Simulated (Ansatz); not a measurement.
Density of states of VPt (P4/mmm, a = 2.685 Å, b = 2.685 Å, c = 3.884 Å, α = 90.00°, β = 90.00°, γ = 90.00°), in states per eV and primitive cell, averaged over bins of 0.3 eV. Level of theory: DFT r2SCAN, scalar-relativistic, plane waves, PAW (Ansatz).

Settings: cutoff 500 eV, Γ-centred mesh 16×16×12 on the computed 2-atom cell, Gaussian smearing of 0.10 eV; no spin polarisation.

The cell is relaxed at this level. The states (both spins) are summed by tetrahedra on a 24×24×18 mesh at the self-consistent density. Energies are bin centres; the table starts no lower than −8 eV and ends at 6 eV, or lower where the solved bands end.

It is a metal at this level.

```
E − E_F (eV) total V 3d Pt 5d V 4s Pt 6s
       -7.90   0.33  0.01   0.06  0.07   0.18
       -7.60   0.42  0.02   0.11  0.07   0.20
       -7.30   0.73  0.07   0.33  0.07   0.24
       -7.00   1.06  0.10   0.60  0.08   0.26
       -6.70   1.66  0.14   1.17  0.11   0.22
       -6.40   2.18  0.19   1.62  0.16   0.19
       -6.10   2.35  0.23   1.82  0.17   0.11
       -5.80   3.05  0.34   2.42  0.16   0.10
       -5.50   3.02  0.40   2.25  0.19   0.14
       -5.20   2.14  0.29   1.69  0.03   0.09
       -4.90   2.20  0.29   1.74  0.02   0.09
       -4.60   2.07  0.23   1.66  0.04   0.09
       -4.30   2.43  0.31   1.89  0.04   0.13
       -4.00   2.25  0.29   1.76  0.03   0.12
       -3.70   1.75  0.20   1.41  0.03   0.07
       -3.40   1.65  0.19   1.36  0.02   0.05
       -3.10   2.68  0.32   2.18  0.06   0.08
       -2.80   1.99  0.26   1.56  0.06   0.07
       -2.50   1.37  0.27   0.89  0.09   0.06
       -2.20   1.15  0.33   0.58  0.12   0.06
       -1.90   1.34  0.54   0.52  0.15   0.05
       -1.60   1.80  0.94   0.51  0.18   0.05
       -1.30   2.26  1.57   0.33  0.16   0.04
       -1.00   2.47  1.87   0.29  0.10   0.03
       -0.70   1.94  1.48   0.23  0.08   0.02
       -0.40   1.68  1.30   0.20  0.05   0.02
       -0.10   1.22  0.97   0.17  0.02   0.01
        0.20   1.53  1.16   0.29  0.03   0.01
        0.50   2.36  1.74   0.52  0.04   0.01
        0.80   2.58  1.98   0.48  0.03   0.02
        1.10   3.05  2.34   0.55  0.03   0.05
        1.40   2.86  2.45   0.28  0.03   0.05
        1.70   2.85  2.42   0.29  0.04   0.06
        2.00   3.72  3.02   0.46  0.04   0.12
        2.30   2.08  1.65   0.21  0.05   0.11
        2.60   1.02  0.67   0.10  0.06   0.10
        2.90   0.75  0.43   0.07  0.06   0.09
        3.20   0.57  0.26   0.05  0.07   0.08
        3.50   0.55  0.22   0.04  0.07   0.08
        3.80   0.57  0.21   0.04  0.09   0.08
        4.10   0.69  0.24   0.03  0.14   0.08
        4.40   0.61  0.17   0.03  0.12   0.08
        4.70   0.55  0.13   0.03  0.10   0.08
        5.00   0.51  0.10   0.02  0.09   0.07
        5.30   0.47  0.08   0.02  0.08   0.07
        5.60   0.43  0.06   0.02  0.07   0.06
```

The columns after the total are the Löwdin projections on the occupied valence shells of the potentials. The rest of the total lies in shells that are empty in the free atom, which aren't projected, and between the atoms.

Spin-orbit coupling is left out, which matters for the bands of heavy elements.

A ferromagnetic start lost its moments in a first run, so spin was left out; other magnetic orders weren't tried.

Cost: 1 run of about 1.1 core-minutes, on AMD EPYC 7R43 (Zen 3) (shared hosts).